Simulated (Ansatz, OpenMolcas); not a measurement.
## From Ansatz to OpenMolcas

Ansatz 0.2.0 runs this on triplet BOF:

molecule.yaml:
```yaml
crystal:
  periodic: [false, false, false]
  atoms:
    - {symbol: O, position_ang: [0.983100, -0.565100, 0.479900]}
    - {symbol: B, position_ang: [0.020300, -0.011600, 0.009900]}
    - {symbol: F, position_ang: [-1.003400, 0.576800, -0.489800]}
basis:
  gaussian: {orbitals: STO-3G}
total_charge: 0
magnetization: {spin_polarized: true, initial_magnetization: 2}
hamiltonian: {xc: {name: PBE}}
accuracy: high
```

```bash
$ ansatz run molecule.yaml --threads 1 --pin off --max-ram 2610MiB --events-out events.jsonl --progress --plain --runs-dir runs
```

Geometry: relaxed at PBE0-D4/def2-TZVP. That shape belongs to the parent species and isn't relaxed for this state.

It gives a total energy of -196.685976 Eh.

Problem. Write the same calculation for OpenMolcas 26.06 as an input file of the program's own.

Solution. This input was run:

job.inp:
```
* BFO Kohn-Sham DFT
>>> EXPORT MOLCAS_PRINT=2

&GATEWAY
  BasLib
  $CurrDir
  Coord
  3
  angstrom
  O        0.983100      -0.565100       0.479900
  B        0.020300      -0.011600       0.009900
  F       -1.003400       0.576800      -0.489800
  Basis
  STO-3G
  Group
  NoSym

&SEWARD
  GridInput
  Grid=UltraFine
  End of Grid

&SCF
  UHF
  Spin
  3
  KSDFT
  PBE
  Thresholds
  1e-10 1e-07 1e-07 1e-05
  PrOrbitals
  1 1
```

```bash
$ export MOLCAS_MEM=1860
$ pymolcas job.inp > job.log
```

(Basis files named in the input come from the Basis Set Exchange and aren't shown.)

Its energy is -196.685976 Eh, 0.000 mEh from the first.
